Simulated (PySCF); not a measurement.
**Choosing a basis for TDDFT**

Compound: C3H5FOS.
Cartesian coordinates in Å at the PBE0-D3(BJ)/def2-SVP level; atoms count from 1:
```
atom  x, y, z in Å
O1    -0.8259    1.8540    1.0984
S2    -0.7822    1.3158   -0.2980
C3    -1.0277   -0.5305   -0.1526
C4     0.4219   -0.7201    0.2933
C5     0.9158    0.4898   -0.4729
F6     1.9407    1.1827    0.0447
H7    -1.2608   -0.9503   -1.1431
H8    -1.8262   -0.7618    0.5642
H9     0.5062   -0.4972    1.3665
H10    0.9070   -1.6841    0.0774
H11    1.0861    0.2946   -1.5471
```

TDDFT with PBE0 (PySCF), vertical singlets, core orbitals frozen in the response, spherical d and f functions. The structure is a single PBE0-D3(BJ)/def2-SVP conformer in the gas phase; no vibrational or solvent corrections.

```json
{"basis": "6-31G*", "functions": "98", "diffuse": "no", "S1 (eV)": "5.09", "S2 (eV)": "5.71", "S3 (eV)": "6.32", "S4 (eV)": "6.46", "S5 (eV)": "7.83", "LUMO (eV)": "0.08", "α (au)": "50.0"}
{"basis": "def2-SVP", "functions": "113", "diffuse": "no", "S1 (eV)": "5.15", "S2 (eV)": "5.83", "S3 (eV)": "6.34", "S4 (eV)": "6.58", "S5 (eV)": "7.19", "LUMO (eV)": "0.05", "α (au)": "49.9"}
{"basis": "6-31+G*", "functions": "122", "diffuse": "yes", "S1 (eV)": "4.98", "S2 (eV)": "5.46", "S3 (eV)": "6.02", "S4 (eV)": "6.19", "S5 (eV)": "6.22", "LUMO (eV)": "-0.52", "α (au)": "56.7"}
{"basis": "def2-SVPD", "functions": "173", "diffuse": "yes", "S1 (eV)": "5.09", "S2 (eV)": "5.56", "S3 (eV)": "6.20", "S4 (eV)": "6.33", "S5 (eV)": "6.34", "LUMO (eV)": "-0.47", "α (au)": "59.8"}
{"basis": "aug-cc-pVDZ", "functions": "187", "diffuse": "yes", "S1 (eV)": "5.00", "S2 (eV)": "5.46", "S3 (eV)": "5.77", "S4 (eV)": "6.09", "S5 (eV)": "6.23", "LUMO (eV)": "-0.49", "α (au)": "60.7"}
{"basis": "def2-TZVP", "functions": "222", "diffuse": "no", "S1 (eV)": "5.09", "S2 (eV)": "5.48", "S3 (eV)": "6.22", "S4 (eV)": "6.28", "S5 (eV)": "6.88", "LUMO (eV)": "-0.30", "α (au)": "56.7"}
{"basis": "def2-TZVPD", "functions": "282", "diffuse": "yes", "S1 (eV)": "5.01", "S2 (eV)": "5.35", "S3 (eV)": "6.02", "S4 (eV)": "6.14", "S5 (eV)": "6.16", "LUMO (eV)": "-0.52", "α (au)": "60.8"}
```

Task: Compare the sets with the largest diffuse one.

Result: States are compared by their number. Against the largest diffuse basis here (def2-TZVPD, itself not a converged limit), sets without diffuse functions differ by up to 0.14 eV in S1 and 1.67 eV in S5; the smaller diffuse sets differ by up to 0.07 and 0.18 eV. State by state, the largest deviation of a set without diffuse functions is S1 0.14, S2 0.48, S3 0.32, S4 0.44, S5 1.67 eV. The same number needn't mean the same state in each row. Against def2-TZVPD the polarisability deviates by -18% in 6-31G*, -18% in def2-SVP, -7% in 6-31+G*, -2% in def2-SVPD, 0% in aug-cc-pVDZ, -7% in def2-TZVP. A single + in a Pople set puts diffuse functions on heavy atoms only.
